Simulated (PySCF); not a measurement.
**First hyperpolarisability: `ClC=C=C(Cl)Cl`, C3HCl3**

Geometry:
```csv
atom,x (Å),y (Å),z (Å)
Cl1,2.223,-0.208,1.453
C2,1.277,-0.413,0.026
C3,0.041,-0.034,-0.067
C4,-1.197,0.340,-0.170
Cl5,-1.645,1.905,-0.718
Cl6,-2.508,-0.694,0.234
H7,1.814,-0.890,-0.786
```

Level of theory: PySCF 2.14.0, quadratic response CAM-B3LYP/aug-cc-pVTZ first hyperpolarisability, Taylor convention, gas phase. Geometry: PBE0-D3(BJ)/def2-TZVP.

Give β for the processes computed.

In 10⁻³⁰ esu, Taylor convention; the vector part is βᵢ = ⅓ Σⱼ (βᵢⱼⱼ + βⱼᵢⱼ + βⱼⱼᵢ); β∥ is 3/5 of the vector part along the dipole, the dipole points from − to +:
```csv
process,λ (nm),β vector norm,β∥,β HRS,depolarisation ratio
"static β(0;0,0)",∞,0.76,-0.36,0.34,3.87
"second harmonic β(−2ω;ω,ω)",1907,0.80,-0.38,0.36,3.87
"Pockels β(−ω;ω,0)",1907,0.77,-0.37,–,–
"second harmonic β(−2ω;ω,ω)",1064,0.93,-0.44,0.42,3.88
"Pockels β(−ω;ω,0)",1064,0.81,-0.38,–,–
```

Which lowest excitations, dipole and polarisabilities go with it?

S1 4.81 eV (f = 0.000); S2 5.24 eV (f = 0.000); S3 5.93 eV (f = 0.010); dipole 1.17 D; isotropic α 86.4 au static, 86.8 au at 1907 nm, 87.6 au at 1064 nm, 87.9 au at 953.5 nm, 91.4 au at 532 nm.
